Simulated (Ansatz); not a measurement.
The input, for Ansatz 0.2.0:

```yaml
crystal:
  periodic: [false, false, false]
  atoms:
    - {symbol: P, position_ang: [0.000000, 0.880970, 1.404938]}
    - {symbol: Ge, position_ang: [0.000000, 0.123028, -0.920077]}
    - {symbol: Si, position_ang: [0.000000, -1.289765, 0.830256]}
basis:
  gaussian: {orbitals: cc-pVDZ}
magnetization: {spin_polarized: false, initial_magnetization: 1}
correlation: {method: bccd_t, electrons: outside_noble_gas}
scf: {lower_state_search: full}
output: {forces: true}
```

```sh
$ ansatz run in.yaml --threads 1 --pin off --events-out ev --progress --plain --max-ram 2393MiB
```

The program prints:

```
706 factors; integrals over basis functions are off by at most 8.9e-4 eV
mean field evaluation 1: about -73604.3739 eV, gradient 1.3e1 eV
mean field evaluation 2: about -73604.4811 eV, gradient 1.3e1 eV
mean field evaluation 4: about -73605.3775 eV, gradient 1.6e0 eV
mean field evaluation 8: about -73605.4087 eV, gradient 2.1e-1 eV
mean field evaluation 16: about -73605.4096 eV, gradient 1.9e-6 eV
mean field evaluation 32: about -73605.3606 eV, gradient 1.6e0 eV
mean field evaluation 64: about -73605.4092 eV, gradient 1.3e-1 eV
mean field evaluation 96: about -73604.4595 eV, gradient 1.3e0 eV
mean field evaluation 128: about -73605.3909 eV, gradient 1.1e0 eV
mean field evaluation 160: about -73604.2637 eV, gradient 6.3e-3 eV
...
cycle  12  -8.13565798 eV  change    6.7e-5 eV  update   5.5e-5
cycle  13  -8.13566889 eV  change   -1.1e-5 eV  update   2.5e-5
cycle  14  -8.13566693 eV  change    2.0e-6 eV  update   1.5e-5
cycle  15  -8.13566554 eV  change    1.4e-6 eV  update   7.8e-6
cycle  16  -8.13566990 eV  change   -4.4e-6 eV  update   4.3e-6
cycle  17  -8.13566977 eV  change    1.3e-7 eV  update   2.6e-6
cycle  18  -8.13566885 eV  change    9.2e-7 eV  update   1.6e-6
cycle  19  -8.13566904 eV  change   -1.9e-7 eV  update   1.1e-6
cycle  20  -8.13566913 eV  change   -8.4e-8 eV  update   6.0e-7
cycle  21  -8.13566904 eV  change    8.7e-8 eV  update   3.3e-7
perturbative correction -0.55765009 eV, -0.0204932629 hartree
the calculation of the forces begins
Total energy: -73614.10294966 eV, -2705.2683859690 hartree
Atom 0 at     0.000000     0.880970     1.404938 Å, force    -0.000000    -1.327731    -0.806576 eV/Å
Atom 1 at     0.000000     0.123028    -0.920077 Å, force     0.000000     1.746874    -1.465022 eV/Å
Atom 2 at     0.000000    -1.289765     0.830256 Å, force    -0.000000    -0.419143     2.271598 eV/Å
Dipole moment:     0.000000    -0.102314    -0.094725 e Å
```

Forces (eV/Å):
```
P    0.000 -1.328 -0.807
Ge   0.000  1.747 -1.465
Si   0.000 -0.419  2.272
```

Ran on 1 thread of AMD EPYC, shared host: 89 s wall, 0.27 GiB peak host memory.
